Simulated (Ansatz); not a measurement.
# F₂ (singlet): from Hartree-Fock to the top rungs, 6-31G

The task here is to estimate one member of a computed series from the others.

Program: Ansatz 0.2.0, Gaussian basis. Level of theory: 6-31G, core rule «outside noble gas», up to 2 orbitals frozen. These are calculated values, not measurements.

To be run: UHF; CCSD(T) on RHF; CCSD(T) on UHF; BCCD(T) on RHF; CISD; CCSDT(Q) on RHF; CCSDT(Q) on UHF; CISDTQ; CCSDTQ on RHF; CCSDTQ on UHF; CASSCF and MRCISD+Q, 14 electrons in 8 orbitals; CASSCF and NEVPT2, 14 electrons in 8 orbitals; Full CI.

9 further runs of the same task are left out: 9 set aside as unsound or not needed.

**The system**

The geometry is an MP2(full)/6-31G* stationary point (not a proven minimum).

2 atoms, charge 0, spin multiplicity 1.

Atoms are counted from 1 here; the program's logs count them from 0.

Bond lengths: F1–F2 1.421 Å.

The first run:

The input, in.yaml:

```yaml
crystal:
  periodic: [false, false, false]
  atoms:
    - {symbol: F, position_ang: [0.000000, 0.000000, 0.000000]}
    - {symbol: F, position_ang: [0.000000, 0.000000, 1.420608]}
basis:
  gaussian: {orbitals: 6-31G}
magnetization: {spin_polarized: true, initial_magnetization: 0}
hamiltonian: {xc: hf}
output: {orbitals: {seedname: orbitals}}
```

On the command line:

```console
$ ansatz run in.yaml --threads 1 --pin off --events-out ev --progress --plain --max-ram 4096MiB --backend cpu
```

Among the steps run: UHF; CCSD(T) on RHF; CCSD(T) on UHF; BCCD(T) on RHF; CISD; CCSDT(Q) on RHF; CCSDT(Q) on UHF; CISDTQ; CCSDTQ on RHF; CCSDTQ on UHF; CASSCF and MRCISD+Q, 14 electrons in 8 orbitals; CASSCF and NEVPT2, 14 electrons in 8 orbitals; Full CI.

One of the session's tables, all rows but one given; the rest of the session is left out.

It belongs to the step «Misses and costs». 

| method | from FCI (kcal/mol) |
| --- | --- |
| RHF | +173.45 |
| UHF | +164.83 |
| RMP2 | +7.03 |
| CISD | +14.77 |
| RCCSD | +4.42 |
| RCCSD(T) | +0.94 |
| BCCD(T) | +1.05 |
| RCCSDT | +0.89 |
| CISDTQ | +0.59 |
| RCCSDT(Q) | -0.04 |
| RCCSDTQ | ? |
| CASSCF valence | +120.12 |
| NEVPT2 valence | +19.54 |
| MRCISD valence | +7.17 |
| MRCISD+Q valence | +2.47 |
| FCI | 0 |

Q: Estimate the row for RCCSDTQ from the others.

The run gave: from FCI (kcal/mol): +0.04. In the column «from FCI (kcal/mol)» it lies between FCI (0) and CISDTQ (+0.59).
